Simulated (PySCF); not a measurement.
# N: ionisation energy

N [He] 2s2 2p3 (4S) → N⁺ [He] 2s2 2p2 (3P), as a difference of total energies. Computed with PySCF 2.14 in x2c-QZVPPall (7s4p3d2f1g, 57 functions), with the spin-free X2C one-electron Hamiltonian (Gaussian nucleus). Correlated levels: valence: 1s2 frozen; valence and next inner shell: nothing frozen. The calculations carry no spin-orbit coupling.

```
                                method  ionisation energy (eV)
                                   UHF                  13.887
                                   LDA                  14.998
                                   PBE                  14.718
                                  PBE0                  14.692
                                r2SCAN                  14.794
                               LC-wPBE                  14.866
                                B2PLYP                  14.506
                                 B3LYP                  14.651
                                 B97-3                  14.576
                                  ROHF                  13.950
                         MP2 (valence)                  14.602
                     SCS-MP2 (valence)                  14.338
    MP2 (valence and next inner shell)                  14.622
SCS-MP2 (valence and next inner shell)                  14.353
```

**Question.** How much does correlation contribute at MP2 (valence and next inner shell)?

**Answer.** 14.622 − (13.887) = 0.735 eV, measured against UHF.

A first-order spin-orbit estimate (lowest level to lowest level, LS coupling) adds -0.012 eV.

Errors of the correlated levels include the incompleteness of this basis and the frozen core.

For comparison: 14.534 eV (measured; NIST Atomic Spectra Database, ionization energies).
